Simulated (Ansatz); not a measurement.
**Si2+ (doublet): wave-function methods side by side, cc-pVDZ**

How much of the correlation energy of Si2+ (doublet) does each wave-function method recover here?

Program: Ansatz 0.2.0, Gaussian basis. Level of theory: cc-pVDZ, core rule «outside noble gas», up to 10 orbitals frozen. These are calculated values, not measurements.

To be run: UHF; CCSD(T) on ROHF; CCSD(T) on UHF; BCCD(T) on ROHF; CISD; CCSDT(Q) on ROHF; CCSDT(Q) on UHF; CISDTQ; CASSCF and MRCISD+Q, 7 electrons in 8 orbitals; CASSCF and NEVPT2, 7 electrons in 8 orbitals; Full CI.

11 further runs of the same task are left out: 1 that didn't finish, 10 set aside as unsound or not needed.

## 1. The geometry

The geometry is a PBE0/def2-TZVP stationary point (not a proven minimum) of the parent state, kept for this charge and spin.

2 atoms, charge 1, spin multiplicity 2.

Atoms are counted from 1 here; the program's logs count them from 0.

Bond lengths: Si1–Si2 2.286 Å.

## 2. UHF

File in.yaml:

```yaml
crystal:
  periodic: [false, false, false]
  atoms:
    - {symbol: Si, position_ang: [0.000000, 0.000000, 0.000000]}
    - {symbol: Si, position_ang: [0.000000, 0.000000, 2.286080]}
basis:
  gaussian: {orbitals: cc-pVDZ}
total_charge: 1
magnetization: {spin_polarized: true, initial_magnetization: 1}
hamiltonian: {xc: hf}
output: {orbitals: {seedname: orbitals}}
```

Started as:

```sh
$ ansatz run in.yaml --threads 1 --pin off --events-out ev --progress --plain --max-ram 2393MiB
```

Further steps of the session: CCSD(T) on ROHF; CCSD(T) on UHF; BCCD(T) on ROHF; CISD; CCSDT(Q) on ROHF; CCSDT(Q) on UHF; CISDTQ; CASSCF and MRCISD+Q, 7 electrons in 8 orbitals; CASSCF and NEVPT2, 7 electrons in 8 orbitals; Full CI.

Before running them: what should the planned runs give, taken together? Wanted: FCI below the RHF energy; RMP2 from FCI; RCCSD from FCI; RCCSD(T) from FCI; RCCSDT(Q) from FCI; T1 diagnostic; effectively unpaired electrons.

The runs gave:

| quantity | value |
| --- | --- |
| FCI below the RHF energy | -4.2672 eV |
| RMP2 from FCI | +1254.9 meV |
| RCCSD from FCI | +222.2 meV |
| RCCSD(T) from FCI | +79.9 meV |
| RCCSDT(Q) from FCI | +7.5 meV |
| levels within 1 kcal/mol (43 meV) | RCCSDT, CISDTQ, RCCSDT(Q) |
| T1 diagnostic | 0.019 |
| effectively unpaired electrons | 1.53 |

RCCSD(T) misses by +79.9 meV, 1.9 % of the correlation energy. The occupations show some static correlation. Coupled cluster took another determinant than the lowest Hartree-Fock one. These misses are within one basis, not against nature.
